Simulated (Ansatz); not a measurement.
water (SMILES O) moved off its minimum; all values from Ansatz (an electronic-structure program), cores frozen in correlated methods.
(charge 0, multiplicity 1)
```xyz
3

O     -0.01222     0.11900    -0.09237
H     -0.74191    -0.46319    -0.09699
H      0.74964    -0.38977    -0.00065
```

Problem. Give the forces (eV/Å), the total energy and the dipole at CCSD(T)/aug-cc-pVTZ.

Solution. 
```
atom      Fx      Fy      Fz
----  ------  ------  ------
O1    -0.785   2.479  -0.247
H2    -1.064  -1.051   0.009
H3     1.849  -1.428   0.238
```
Energy -76.3397 hartree, dipole 1.78 D.
